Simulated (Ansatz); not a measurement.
# SiH₃+ (triplet): correlated methods under varied settings at distance Si1–H3 = 1.896 Å

What do other methods and options give for SiH₃+ (triplet) at this geometry, and how long do they take?

Program: Ansatz 0.2.0, Gaussian basis. Level of theory: the settings change from run to run. These are calculated values, not measurements.

15 further runs of the same task are left out: 11 that didn't finish, 4 set aside as unsound or not needed.

## 1. The geometry

The geometry derives from a PBE0/def2-TZVP stationary point (not a proven minimum). One bond is set to the value named and the two fragments are kept rigid.

4 atoms, charge 1, spin multiplicity 3.

Atoms are counted from 1 here; the program's logs count them from 0.

Bond lengths: Si1–H2 1.492 Å, Si1–H4 1.694 Å. Angles: H2–Si1–H4 105.3°.

## 2. MP2 on ROHF/def2-SVP

in.yaml reads:

```yaml
crystal:
  periodic: [false, false, false]
  atoms:
    - {symbol: Si, position_ang: [-0.001697, 0.069185, -0.084843]}
    - {symbol: H, position_ang: [-0.001697, -1.223962, -0.829575]}
    - {symbol: H, position_ang: [0.490007, -0.375612, 1.691445]}
    - {symbol: H, position_ang: [-0.441018, -0.328227, 1.502211]}
basis:
  gaussian: {orbitals: def2-SVP}
total_charge: 1
magnetization: {spin_polarized: false, initial_magnetization: 2}
correlation: {method: mp2, electrons: all}
output: {forces: true}
```

Command:

```bash
$ ansatz run in.yaml --threads 1 --pin off --events-out ev --progress --plain --max-ram 2393MiB
```

The log of the run:

```text
Functional definition: HF
  name "HF"
  cite "Fock, Z. Phys. 61, 126 (1930) doi:10.1007/BF01340294"
  parent pbe
  exchange = exact_x
  correlation = 0
324 factors; integrals over basis functions are off by at most 1.0e-3 eV
mean field evaluation 1: about -7894.4685 eV, gradient 7.9e0 eV
mean field evaluation 2: about -7894.4685 eV, gradient 7.9e0 eV
mean field evaluation 4: about -7895.1849 eV, gradient 7.6e-1 eV
mean field evaluation 8: about -7895.1986 eV, gradient 2.7e-3 eV
mean field -7895.19856984 eV, -290.1431958838 hartree, gradient 1.5e-6 eV, S^2 2.000000; 0 other end points of the search recorded, 0 dependent functions left out
mean field evaluation 16: about -7895.2466 eV, gradient 1.7e-1 eV
reference -7895.19856984 eV, -290.1431958838 hartree; 9, 7 occupied and 24, 26 virtual orbitals, 324 factors
second order -2.31991545 eV of doubles, -0.03013189 eV of singles
the calculation of the forces begins
Total energy: -7897.54861718 eV, -290.2295585307 hartree
Atom 0 at    -0.001697     0.069185    -0.084843 Å, force     0.275383    -0.421789     0.595082 eV/Å
Atom 1 at    -0.001697    -1.223962    -0.829575 Å, force     0.020325     0.230909     0.123538 eV/Å
Atom 2 at     0.490007    -0.375612     1.691445 Å, force    -1.659528     0.272527    -1.196730 eV/Å
Atom 3 at    -0.441018    -0.328227     1.502211 Å, force     1.363820    -0.081647     0.478110 eV/Å
Dipole moment:     0.019593    -0.044459     0.284251 e Å
```

Run time: 0.3 s. Hardware: 1 thread of AMD EPYC 7B13, shared host.

## 3. NEVPT4(SD)(6,4)/cc-pVDZ

in.yaml, as its differences from that of step 2:

```diff
@@ -8,6 +8,5 @@
 basis:
-  gaussian: {orbitals: def2-SVP}
+  gaussian: {orbitals: cc-pVDZ}
 total_charge: 1
 magnetization: {spin_polarized: false, initial_magnetization: 2}
-correlation: {method: mp2, electrons: all}
-output: {forces: true}
+correlation: {method: fic_nevpt4_sd, electrons: valence, active_space: {window: {electrons: 6, orbitals: 4}}}
```

Same command.

The log of the run:

```text
Functional definition: HF
  name "HF"
  cite "Fock, Z. Phys. 61, 126 (1930) doi:10.1007/BF01340294"
  parent pbe
  exchange = exact_x
  correlation = 0
314 factors; integrals over basis functions are off by at most 1.3e-3 eV
mean field evaluation 1: about -7897.0145 eV, gradient 7.8e0 eV
mean field evaluation 2: about -7897.0169 eV, gradient 7.8e0 eV
mean field evaluation 4: about -7897.7535 eV, gradient 7.7e-1 eV
mean field evaluation 8: about -7897.7680 eV, gradient 3.0e-3 eV
mean field -7897.76798919 eV, -290.2376203035 hartree, gradient 4.7e-6 eV, S^2 2.000000; 0 other end points of the search recorded, 0 dependent functions left out
reference -7897.76798919 eV, -290.2376203035 hartree; 9, 7 occupied and 24, 26 virtual orbitals, 314 factors
state -7897.76799110 eV, -290.2376203734 hartree
state -7897.76799110 eV, -290.2376203734 hartree; corrected -7900.45551855 eV, -290.3363851855 hartree
Total energy: -7900.45551855 eV, -290.3363851855 hartree
```

Wall time 0.36 s (1 thread of AMD EPYC 7B13, shared host).

From the report: 16 determinants; active occupations 2.00, 2.00, 1.00, 1.00.

## 4. BCCD(T)/STO-3G

in.yaml, as its differences from that of step 3:

```diff
@@ -8,5 +8,7 @@
 basis:
-  gaussian: {orbitals: cc-pVDZ}
+  gaussian: {orbitals: STO-3G}
 total_charge: 1
 magnetization: {spin_polarized: false, initial_magnetization: 2}
-correlation: {method: fic_nevpt4_sd, electrons: valence, active_space: {window: {electrons: 6, orbitals: 4}}}
+hamiltonian: {xc: {name: PBE0}}
+correlation: {method: bccd_t, electrons: outside_noble_gas}
+output: {forces: true}
```

Same command.

The log of the run (excerpt; [...] marks lines left out):

```text
Functional definition: PBE0
  name "PBE0"
  cite "Adamo & Barone, J. Chem. Phys. 110, 6158 (1999) doi:10.1063/1.478522"
  cite "Perdew, Burke & Ernzerhof, Phys. Rev. Lett. 77, 3865 (1996) doi:10.1103/PhysRevLett.77.3865"
  parent pbe
[...]
129 factors; integrals over basis functions are off by at most 4.1e-5 eV
[...]
mean field -7819.09921588 eV, -287.3465962078 hartree, gradient 9.3e-7 eV, S^2 2.000000; 0 other end points of the search recorded, 0 dependent functions left out
[...]
5 core orbitals not correlated: weight in the atoms' cores, before any rotation towards them, 1.000 or more for the frozen orbitals, at most 0.000 for the correlated occupied ones
reference -7807.60598511 eV, -286.9242277673 hartree; 4, 2 occupied and 3, 5 virtual orbitals, 129 factors
second order -0.97294264 eV of doubles, -0.08040104 eV of singles
cycle   1  -1.41056077 eV  change   -3.6e-1 eV  update   5.3e-2
[...]
cycle  11  -1.61462164 eV  change    1.4e-6 eV  update   1.6e-6
perturbative correction -0.01132211 eV, -0.0004160797 hartree
[...]
Total energy: -7809.23192885 eV, -286.9839800977 hartree
Atom 0 at    -0.001697     0.069185    -0.084843 Å, force     0.241551     0.009216    -0.695466 eV/Å
Atom 1 at    -0.001697    -1.223962    -0.829575 Å, force     0.019241     0.206681     0.262991 eV/Å
Atom 2 at     0.490007    -0.375612     1.691445 Å, force    -1.847341     0.076741    -0.631352 eV/Å
Atom 3 at    -0.441018    -0.328227     1.502211 Å, force     1.586549    -0.292638     1.063826 eV/Å
Dipole moment:     0.033537     0.037183     0.257844 e Å
```

It took 0.79 s on 1 thread of AMD EPYC 7B13, shared host.

From the report: correlation -1.6259 eV; largest double amplitude 0.07.

## 5. NEVPT2(2,5)/6-31G

in.yaml, as its differences from that of step 4:

```diff
@@ -8,7 +8,6 @@
 basis:
-  gaussian: {orbitals: STO-3G}
+  gaussian: {orbitals: 6-31G}
 total_charge: 1
 magnetization: {spin_polarized: false, initial_magnetization: 2}
-hamiltonian: {xc: {name: PBE0}}
-correlation: {method: bccd_t, electrons: outside_noble_gas}
-output: {forces: true}
+correlation: {method: sc_nevpt2, electrons: outside_noble_gas, active_space: {window: {electrons: 2, orbitals: 5}}}
+accuracy: high
```

The command is unchanged.

The log of the run:

```text
Functional definition: HF
  name "HF"
  cite "Fock, Z. Phys. 61, 126 (1930) doi:10.1007/BF01340294"
  parent pbe
  exchange = exact_x
  correlation = 0
411 factors; integrals over basis functions are off by at most 4.9e-9 eV
mean field evaluation 1: about -7895.5647 eV, gradient 6.8e0 eV
mean field evaluation 2: about -7895.5690 eV, gradient 6.8e0 eV
mean field evaluation 4: about -7896.1491 eV, gradient 6.0e-1 eV
mean field evaluation 8: about -7896.1585 eV, gradient 8.9e-4 eV
mean field -7896.15848794 eV, -290.1784722234 hartree, gradient 2.2e-8 eV, S^2 2.000000; 0 other end points of the search recorded, 0 dependent functions left out
reference -7896.15848794 eV, -290.1784722234 hartree; 9, 7 occupied and 10, 12 virtual orbitals, 411 factors
state -7896.19505508 eV, -290.1798160409 hartree
state -7896.19505508 eV, -290.1798160409 hartree; corrected -7897.34505913 eV, -290.2220779102 hartree
WARN: 1 active orbitals are nearly empty or full. The corrections depend on them more than the energy does, and are more stable in an active space without them
Total energy: -7897.34505913 eV, -290.2220779102 hartree
```

Wall time 0.45 s (1 thread of AMD EPYC 7B13, shared host).

From the report: 25 determinants; active occupations 1.00, 1.00, 0.00, 0.00, 0.00. The report marks this result as in doubt.

## 6. MP2 on UHF/6-31++G**

in.yaml reads:

```yaml
crystal:
  periodic: [false, false, false]
  atoms:
    - {symbol: Si, position_ang: [-0.001697, 0.069185, -0.084843]}
    - {symbol: H, position_ang: [-0.001697, -1.223962, -0.829575]}
    - {symbol: H, position_ang: [0.490007, -0.375612, 1.691445]}
    - {symbol: H, position_ang: [-0.441018, -0.328227, 1.502211]}
basis:
  gaussian: {orbitals: "6-31++G**"}
total_charge: 1
magnetization: {spin_polarized: true, initial_magnetization: 2}
correlation: {method: mp2, electrons: all}
output: {forces: true}
```

Launched as before.

The log of the run (excerpt; [...] marks lines left out):

```text
Functional definition: HF
  name "HF"
  cite "Fock, Z. Phys. 61, 126 (1930) doi:10.1007/BF01340294"
  parent pbe
[...]
364 factors; integrals over basis functions are off by at most 1.3e-3 eV
[...]
mean field -7897.31455607 eV, -290.2209569436 hartree, gradient 3.1e-6 eV, S^2 2.004955; 0 other end points of the search recorded, 0 dependent functions left out
reference -7897.31455607 eV, -290.2209569436 hartree; 9, 7 occupied and 32, 34 virtual orbitals, 364 factors
second order -2.30820418 eV of doubles, -0.00000000 eV of singles
[...]
Total energy: -7899.62276026 eV, -290.3057818828 hartree
Atom 0 at    -0.001697     0.069185    -0.084843 Å, force     0.269903    -0.571915     0.670384 eV/Å
Atom 1 at    -0.001697    -1.223962    -0.829575 Å, force     0.018824     0.353015     0.209554 eV/Å
Atom 2 at     0.490007    -0.375612     1.691445 Å, force    -1.957309     0.300009    -1.320275 eV/Å
Atom 3 at    -0.441018    -0.328227     1.502211 Å, force     1.668581    -0.081109     0.440337 eV/Å
Dipole moment:     0.020750    -0.035984     0.270542 e Å
```

Wall time 0.42 s (1 thread of AMD EPYC 7B13, shared host).

From the report: ⟨S²⟩ of the determinant 2.005 (pure triplet: 2.00).

## 7. BCCD on UHF/6-31G*

in.yaml, as its differences from that of step 6:

```diff
@@ -8,6 +8,7 @@
 basis:
-  gaussian: {orbitals: "6-31++G**"}
+  gaussian: {orbitals: "6-31G*"}
 total_charge: 1
 magnetization: {spin_polarized: true, initial_magnetization: 2}
-correlation: {method: mp2, electrons: all}
+correlation: {method: bccd, electrons: all}
+scf: {omitted_lower_state_checks: [cluster_reference]}
 output: {forces: true}
```

Launched as before.

The log of the run (excerpt; [...] marks lines left out):

```text
Functional definition: HF
  name "HF"
  cite "Fock, Z. Phys. 61, 126 (1930) doi:10.1007/BF01340294"
  parent pbe
[...]
261 factors; integrals over basis functions are off by at most 8.3e-4 eV
[...]
mean field -7896.95894512 eV, -290.2078884820 hartree, gradient 2.9e-6 eV, S^2 2.004869; 0 other end points of the search recorded, 0 dependent functions left out
reference -7896.95894512 eV, -290.2078884820 hartree; 9, 7 occupied and 16, 18 virtual orbitals, 261 factors
second order -1.88475263 eV of doubles, -0.00000000 eV of singles
cycle   1  -2.29069637 eV  change   -4.1e-1 eV  update   5.5e-2
[...]
cycle  12  -2.49217017 eV  change    1.6e-6 eV  update   1.2e-6
[...]
Total energy: -7899.45111528 eV, -290.2994740464 hartree
Atom 0 at    -0.001697     0.069185    -0.084843 Å, force     0.248386    -0.114251     0.608992 eV/Å
Atom 1 at    -0.001697    -1.223962    -0.829575 Å, force     0.019016    -0.032143    -0.009148 eV/Å
Atom 2 at     0.490007    -0.375612     1.691445 Å, force    -1.667441     0.241672    -1.092993 eV/Å
Atom 3 at    -0.441018    -0.328227     1.502211 Å, force     1.400039    -0.095278     0.493148 eV/Å
Dipole moment:     0.017154    -0.056792     0.253535 e Å
Checks for a lower state left out: cluster_reference
```

It took 1.3 s on 1 thread of AMD EPYC 7B13, shared host.

From the report: ⟨S²⟩ of the determinant 2.005 (pure triplet: 2.00); correlation -2.4922 eV; largest double amplitude 0.05.

## 8. CCSDT on UHF/6-31G*

in.yaml, as its differences from that of step 7:

```diff
@@ -11,4 +11,3 @@
 magnetization: {spin_polarized: true, initial_magnetization: 2}
-correlation: {method: bccd, electrons: all}
-scf: {omitted_lower_state_checks: [cluster_reference]}
+correlation: {method: ccsdt, electrons: outside_noble_gas}
 output: {forces: true}
```

Same command.

The log of the run (excerpt; [...] marks lines left out):

```text
Functional definition: HF
  name "HF"
  cite "Fock, Z. Phys. 61, 126 (1930) doi:10.1007/BF01340294"
  parent pbe
[...]
449 factors; integrals over basis functions are off by at most 1.0e-7 eV
[...]
mean field -7896.95894059 eV, -290.2078883158 hartree, gradient 3.1e-6 eV, S^2 2.004869; 1 other end points of the search recorded, 0 dependent functions left out
determinant -7896.95894059 eV, -290.2078883158 hartree, with singles and doubles -7899.19750761 eV, -290.2901541362 hartree
determinant -7893.51958020 eV, -290.0814941525 hartree, with singles and doubles -7895.79096266 eV, -290.1649659183 hartree
5 core orbitals not correlated: weight in the atoms' cores, before any rotation towards them, 1.000 or more for the frozen orbitals, at most 0.000 for the correlated occupied ones
reference -7896.95894059 eV, -290.2078883158 hartree; 4, 2 occupied and 16, 18 virtual orbitals, 449 factors
second order -1.62676185 eV of doubles, -0.00000000 eV of singles
cycle   1  -2.02727089 eV  change   -4.0e-1 eV  update   5.8e-2
[...]
cycle  14  -2.30173275 eV  change    2.0e-7 eV  update   4.3e-7
[...]
Total energy: -7899.26067334 eV, -290.2924754340 hartree
Atom 0 at    -0.001697     0.069185    -0.084843 Å, force     0.248069    -0.073523     0.628710 eV/Å
Atom 1 at    -0.001697    -1.223962    -0.829575 Å, force     0.018455    -0.072661    -0.034010 eV/Å
Atom 2 at     0.490007    -0.375612     1.691445 Å, force    -1.606488     0.238876    -1.076230 eV/Å
Atom 3 at    -0.441018    -0.328227     1.502211 Å, force     1.339964    -0.092693     0.481530 eV/Å
Dipole moment:     0.016398    -0.058655     0.251458 e Å
```

Wall time 2.8 s (1 thread of AMD EPYC 7B13, shared host).

From the report: ⟨S²⟩ of the determinant 2.005 (pure triplet: 2.00); correlation -2.3017 eV; T1 0.020; largest double amplitude 0.05.

## 9. MRCISD+Q(4,8)/cc-pVDZ

in.yaml, as its differences from that of step 8:

```diff
@@ -8,6 +8,5 @@
 basis:
-  gaussian: {orbitals: "6-31G*"}
+  gaussian: {orbitals: cc-pVDZ}
 total_charge: 1
-magnetization: {spin_polarized: true, initial_magnetization: 2}
-correlation: {method: ccsdt, electrons: outside_noble_gas}
-output: {forces: true}
+magnetization: {spin_polarized: false, initial_magnetization: 2}
+correlation: {method: fic_mrcisd_q, electrons: outside_noble_gas, active_space: {window: {electrons: 4, orbitals: 8}}}
```

Launched as before.

The log of the run (excerpt; [...] marks lines left out):

```text
Functional definition: HF
  name "HF"
  cite "Fock, Z. Phys. 61, 126 (1930) doi:10.1007/BF01340294"
  parent pbe
[...]
314 factors; integrals over basis functions are off by at most 1.3e-3 eV
[...]
mean field -7897.76798919 eV, -290.2376203035 hartree, gradient 4.7e-6 eV, S^2 2.000000; 0 other end points of the search recorded, 0 dependent functions left out
reference -7897.76798919 eV, -290.2376203035 hartree; 9, 7 occupied and 24, 26 virtual orbitals, 314 factors
state -7898.83451530 eV, -290.2768144149 hartree
contracted CI cycle   1: correlation 0.00000000 eV, 0.0000000000 hartree, residual 9.86e0 eV
contracted CI cycle   2: correlation -1.66030700 eV, -0.0610151570 hartree, residual 2.13e0 eV
contracted CI cycle   3: correlation -1.74747799 eV, -0.0642186317 hartree, residual 6.12e-1 eV
contracted CI cycle   4: correlation -1.75474035 eV, -0.0644855183 hartree, residual 1.87e-1 eV
contracted CI cycle   5: correlation -1.75537081 eV, -0.0645086874 hartree, residual 5.58e-2 eV
contracted CI cycle   6: correlation -1.75542870 eV, -0.0645108148 hartree, residual 2.03e-2 eV
contracted CI cycle   7: correlation -1.75543678 eV, -0.0645111116 hartree, residual 7.60e-3 eV
contracted CI cycle   8: correlation -1.75543790 eV, -0.0645111529 hartree, residual 2.72e-3 eV
contracted CI cycle   9: correlation -1.75543803 eV, -0.0645111578 hartree, residual 8.53e-4 eV
state -7898.83451530 eV, -290.2768144149 hartree; corrected -7900.66138021 eV, -290.3439504619 hartree
Total energy: -7900.66138021 eV, -290.3439504619 hartree
```

It took 3.4 s on 1 thread of AMD EPYC 7B13, shared host; peak memory 0.29 GiB.

From the report: 784 determinants; active occupations 1.95, 1.00, 0.99, 0.02, 0.01, 0.01, 0.01, 0.01.

## 10. NEVPT2(8,7)/cc-pVDZ

in.yaml, as its differences from that of step 9:

```diff
@@ -11,2 +11,3 @@
 magnetization: {spin_polarized: false, initial_magnetization: 2}
-correlation: {method: fic_mrcisd_q, electrons: outside_noble_gas, active_space: {window: {electrons: 4, orbitals: 8}}}
+correlation: {method: sc_nevpt2, electrons: all, active_space: {window: {electrons: 8, orbitals: 7}, states: [{multiplicity: 3, weights: [1, 1]}, {multiplicity: 5, weights: [1]}], root: 0}}
+output: {forces: true}
```

Launched as before.

The log of the run (excerpt; [...] marks lines left out):

```text
Functional definition: HF
  name "HF"
  cite "Fock, Z. Phys. 61, 126 (1930) doi:10.1007/BF01340294"
  parent pbe
[...]
614 factors; integrals over basis functions are off by at most 2.0e-7 eV
[...]
mean field -7897.76801536 eV, -290.2376212652 hartree, gradient 4.8e-6 eV, S^2 2.000000; 0 other end points of the search recorded, 0 dependent functions left out
reference -7897.76801536 eV, -290.2376212652 hartree; 9, 7 occupied and 24, 26 virtual orbitals, 614 factors
state -7898.40408514 eV, -290.2609963982 hartree
state -7894.94390454 eV, -290.1338371068 hartree
state -7898.40408514 eV, -290.2609963982 hartree; corrected -7900.07286063 eV, -290.3223227665 hartree
state -7894.94390454 eV, -290.1338371068 hartree; corrected -7896.63092899 eV, -290.1958341116 hartree
state -7890.65680929 eV, -289.9762892621 hartree
state -7890.65680929 eV, -289.9762892621 hartree; corrected -7892.13626204 eV, -290.0306581478 hartree
WARN: 1 active orbitals are nearly empty or full. The corrections depend on them more than the energy does, and are more stable in an active space without them
[...]
Total energy: -7900.07286063 eV, -290.3223227665 hartree
Atom 0 at    -0.001697     0.069185    -0.084843 Å, force     0.320725    -0.180854     0.391450 eV/Å
Atom 1 at    -0.001697    -1.223962    -0.829575 Å, force     0.021231     0.049263    -0.015113 eV/Å
Atom 2 at     0.490007    -0.375612     1.691445 Å, force    -1.375639     0.248584    -1.057076 eV/Å
Atom 3 at    -0.441018    -0.328227     1.502211 Å, force     1.033683    -0.116993     0.680738 eV/Å
Dipole moment:     0.033376    -0.049591     0.279577 e Å
```

It took 4.8 s on 1 thread of AMD EPYC 7B13, shared host.

From the report: 1,225 determinants; active occupations (of the averaged states) 2.00, 1.96, 1.66, 1.00, 0.68, 0.67, 0.04. The report marks this result as in doubt.

## 11. All runs side by side

Where basis and cores are those of an earlier FCI/cc-pVDZ run (-7900.6573 eV), and the state is the same kind, the miss against it is given. † marks a result that the program doubts.

```csv
level,correlated,functions,energy (eV),from FCI (meV),time
MP2 on ROHF/def2-SVP,all,33,-7897.5486,,0.3 s
"NEVPT4(SD)(6,4)/cc-pVDZ",valence,33,-7900.4555,,0.36 s
BCCD(T)/STO-3G (on PBE0 orbitals),outside noble gas,12,-7809.2319,,0.79 s
"NEVPT2(2,5)/6-31G †",outside noble gas,19,-7897.3451,,0.45 s
MP2 on UHF/6-31++G**,all,41,-7899.6228,,0.42 s
BCCD on UHF/6-31G*,all,25,-7899.4511,,1.3 s
CCSDT on UHF/6-31G*,outside noble gas,25,-7899.2607,,2.8 s
"MRCISD+Q(4,8)/cc-pVDZ",outside noble gas,33,-7900.6614,-4.1,3.4 s
"NEVPT2(8,7)/cc-pVDZ (lowest root of an average) †",all,33,-7900.0729,,4.8 s
```

## 12. Outcome

```
quantity                                                     value
    runs                                                         9
quickest                               MP2 on ROHF/def2-SVP, 0.3 s
 slowest  NEVPT2(8,7)/cc-pVDZ (lowest root of an average) †, 4.8 s
```

**Reading.** Total energies in different bases, with other cores or another treatment of relativity can't be set against each other. NEVPT2(8,7)/cc-pVDZ (lowest root of an average) † took 16 times as long as MP2 on ROHF/def2-SVP; the jobs differ in more than the method.
